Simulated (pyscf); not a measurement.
Structures and frequencies: ωB97X-D3(BJ)/def2-SVP in PySCF. MP2 and CC: frozen core, UHF for open shells. ΔMP2 is the change of the MP2 total energy from the triple- to the quadruple-zeta basis.

SMILES: [NH2][GeH3]
```xyz
7

N      0.5843     0.5610    -0.5513
Ge    -1.0458     0.4895    -1.3988
H      0.5416     0.8271     0.4296
H      1.2767     1.1473    -1.0115
H     -1.7882     1.8445    -1.4779
H     -0.7923    -0.0153    -2.8272
H     -1.9192    -0.5039    -0.6177
```

What are the homolytic bond dissociation enthalpies (298 K) of `[NH2][GeH3]` at CCSD(T)/def2-TZVPP + ΔMP2(QZVPP), weakest first?

Ge–H to H₂N–GeH₂• + H•: 83.5 kcal/mol; Ge–N to NH₂• + GeH₃•: 85.7 kcal/mol; H–N to •HN–GeH₃ + H•: 107.7 kcal/mol. Ring and multiple bonds, and those that leave no two simple radicals, are not listed. •HN–GeH₃ lies 28.5 kcal/mol over its isomer H₂N–GeH₂•, and others may lie lower still (electronic energy, ωB97M-D3(BJ)). Other isomers of H₂N–GeH₂• were not searched in full and may lie lower. The CCSD(T) − MP2 part came from Ansatz, without density fitting, on the same reference. The frozen core leaves the outer d or s,p core shells of the metals and heavy elements correlated in the MP2 and CC values, and def2-TZVPP describes them poorly, which can shift differences by a few kcal/mol. Elements up to Kr have no core potential and no relativistic terms here.
